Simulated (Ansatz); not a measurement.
Results of RPBE (Ansatz, a quantum-chemistry and plane-wave program, plane waves, PAW) for bcc V.

Settings: plane-wave cutoff 520 eV, 26×26×26 k mesh, Fermi–Dirac smearing 0.05 eV, no spin polarisation, scalar-relativistic PAW data made under PBE.

Computed at the level's own relaxed cell.

Task: Give the computed volume per atom, bulk modulus B0, equilibrium lattice constant a and pressure derivative B′ of the bulk modulus.

Result: 
* **volume per atom**: 13.78 Å³/atom
* **bulk modulus B0**: 172 GPa
* **equilibrium lattice constant a**: 3.021 Å
* **pressure derivative B′ of the bulk modulus**: 3.9

The run finds no gap.

Measured, for comparison: equilibrium volume per atom 13.79 Å³/atom, lattice constant a 3.021 Å (static lattice: zero-point anharmonic expansion removed; as tabulated in Mejia-Rodriguez and Trickey (2018), arXiv:1807.09216); bulk modulus 161 GPa (corrected for temperature and zero-point phonon effects, our sources range from 159 to 166; as tabulated in Levämäki et al. (2014), arXiv:1402.3671). Computed (rounded) less measured: equilibrium volume per atom -0.1 %, bulk modulus +7 % (+4 % to +8 % over the range), lattice constant a 0.0 %.

The result took very roughly 50 core-seconds.
